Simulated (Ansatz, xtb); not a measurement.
## C2H3F2: where a starting geometry ends

The starting geometry of this gas-phase doublet has its atoms placed at random.

```csv
atom,x (Å),y (Å),z (Å)
C,0.8671,-0.3253,-0.8434
C,-0.4490,-0.7609,-0.5125
F,-1.8910,-0.1837,0.4969
F,-0.1530,-0.7859,0.7389
H,1.4879,0.5112,0.1346
H,-1.1600,0.1658,-1.3345
H,-0.4875,0.6808,-0.6956
```

Q: One run relaxed it with r2SCAN-D4/def2-SVP. What is a likely outcome?

A: It ends as `[CH2]C(F)F`. Contacts that close: C1–H5 (1.43 → 1.09 Å), C1–H7 (1.69 → 1.09 Å), C2–F3 (1.85 → 1.36 Å), C2–H6 (1.43 → 1.11 Å).

The energy falls by 12.26 eV over 22 steps:

```tsv
step	E − E(last) (eV)
1	12.256
3	7.306
6	3.010
8	0.681
10	0.059
13	0.002
15	0.001
17	0.001
20	0.000
22	0.000
```

Final geometry (Å):

```xyz
7

C     0.4012    0.4816   -0.4533
C    -0.6866   -0.4900   -0.2056
F    -1.8023    0.1477    0.2533
F    -0.3059   -1.4057    0.7318
H     1.4393    0.1468   -0.4100
H    -0.9866   -1.0584   -1.1124
H     0.1553    1.4802   -0.8192
```

From the same start GFN2-xTB reaches the same bonding as this run.

From so rough a start the end depends on the optimiser's path, so another program may land elsewhere. The end wasn't checked by frequencies. Open shells are spin-unrestricted. Run with Ansatz 0.2.0, 3.7 min on 1 thread of Intel(R) Xeon(R) Processor @ 2.50GHz (Skylake/Cascade Lake), with other jobs on the host.
